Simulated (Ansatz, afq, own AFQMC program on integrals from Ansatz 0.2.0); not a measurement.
# AlBH2, triplet in cc-pVDZ, levels against CCSDT(Q)

```csv
atom,x (Å),y (Å),z (Å)
B,0.0000,0.0000,1.8976
Al,0.0000,0.0000,-0.6574
H,0.0000,-1.4113,-1.3779
H,0.0000,1.4113,-1.3779
```

Connectivity, by distances: B–AlH2.

Basis cc-pVDZ. Only valence electrons are correlated. Ansatz 0.2.0 and our own AFQMC program on the same integrals; the CISD trial comes from CCSD amplitudes, and released means the phaseless constraint is let go. Free projection: walkers drawn from exp(T), propagated without any constraint. Its projection time is finite, and what remains of the start isn't in its error. Error bars are statistical, one sigma.

Determinant: UHF, the one that the program's search chose, which needn't be the lowest solution. The geometry is a point of a scan.

No full CI on the walks' own integrals is used here; CCSDT(Q) serves as the reference and is uncertain by about the last step of the cluster series.

Cautions: lower spins were not checked.

- T1 diagnostic: 0.0355
- weight of the determinant in the CISD state: 0.873
- ⟨S²⟩ of the determinant: 2.018
- size of the correlated space: 8 electrons in 36 orbitals

Reference: CCSDT(Q), correlation energy -3.975 eV. The released energy is read at 1.62 1/Eh, later times being too noisy (meV from the phaseless value at times in 1/Eh: 6 ± 11 at 0.24, -6 ± 10 at 0.51, -2 ± 9 at 0.99, -1 ± 11 at 1.62, -12 ± 16 at 2.40).

```csv
level,E − E(reference) (meV),share of correlation (%)
HF,3975.0,0.00
MP2,1187.5,70.13
CCSD,155.4,96.09
CCSD(T),51.1,98.71
CCSDT,5.9,99.85
ph-AFQMC/CISD,24.1 ± 7.7,99.39
released AFQMC,23.4 ± 10.7,99.41
free AFQMC,-2.0 ± 10.4,100.05
```

Free projections are given only where their last times agree within the noise and don't stop above the reference; a slow remainder of the start can still hide under it. A walk keeps the symmetry of its determinant, which the program's search chose and which needn't be the lowest solution, so a lower state of the same spin and another symmetry isn't excluded. Released energies are given only where the last usable release times agree within the noise; a slower fall can still hide under it.
